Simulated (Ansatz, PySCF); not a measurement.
Reaction (SMILES): CNC + 2 [H][H] (H2) → 2 C (CH4) + N (NH3)

Quantity: energy of full hydrogenation (enthalpy at 298 K), in kcal/mol. Conventions: non-relativistic; valence correlation only; no spin-orbit coupling; dispersion terms only where a functional's name holds one; six Cartesian d functions in 6-31G* and its kin unless marked 5d; 6-311+G** with 5d; LANL2DZ all-electron up to Ne. Basis-set limits of correlation are two-point, X^-3; Hartree-Fock from the larger set. [CCSD(T)-MP2]/basis is that difference in the basis named. Ab initio and DFT rows: single points at B3LYP-D3(BJ) geometries (Ansatz, a program for electronic structure), with unscaled harmonic terms from B3LYP/6-31G* at its own minima.

Measured values: Active Thermochemical Tables 1.112 (ions: stationary electron), as tabulated in the package chemicals; they hold spin-orbit and core effects, anharmonicity. 

Value to compare with, the measured value: -42.7 kcal/mol.

| level | program | energy of full hydrogenation (enthalpy at 298 K) (kcal/mol) | error |
|---|---|---|---|
| HF/STO-3G | Ansatz | -33.4 | 9.3 |
| HF/3-21G | Ansatz | -46.3 | -3.6 |
| HF/6-31G* | Ansatz | -44.7 | -2.0 |
| PBE/STO-3G | Ansatz | -22.0 | 20.7 |
| PBE/def2-SVP | Ansatz | -36.2 | 6.5 |
| B3LYP/LANL2DZ | Ansatz | -45.9 | -3.2 |
| B3LYP/6-31G* | Ansatz | -37.4 | 5.3 |
| B3LYP/6-31+G* | Ansatz | -41.2 | 1.5 |
| B3LYP/def2-SVP | Ansatz | -38.7 | 4.0 |
| B3LYP/cc-pVDZ | Ansatz | -38.9 | 3.8 |
| M06-2X/6-31G* (5d) | PySCF | -34.4 | 8.3 |
| MP2/3-21G | Ansatz | -36.2 | 6.5 |
| MP2/6-31G* | Ansatz | -34.4 | 8.3 |
| MP2/6-311+G** | Ansatz | -40.4 | 2.3 |
| PBE/def2-TZVPD | Ansatz | -41.3 | 1.4 |
| r2SCAN-D4/def2-TZVPD | Ansatz + dftd4 | -41.3 | 1.4 |
| PBE0/def2-TZVPD | Ansatz | -42.6 | 0.1 |
| RI-MP2/CBS(aug-cc-pVTZ,aug-cc-pVQZ)+[CCSD(T)-MP2]/aug-cc-pVTZ | Ansatz | -42.2 | 0.5 |

Among the 14 habitual levels, PBE/STO-3G lies farthest from the measured value (20.7 kcal/mol); 11 of 14 lie above it, and their mean absolute error is 6.1 kcal/mol, the median 4.7. One case shows no general order.

The levels are drawn from those run, B3LYP/6-31G* more often than the rest, none by its result; runs whose electronic state is in doubt are left out.
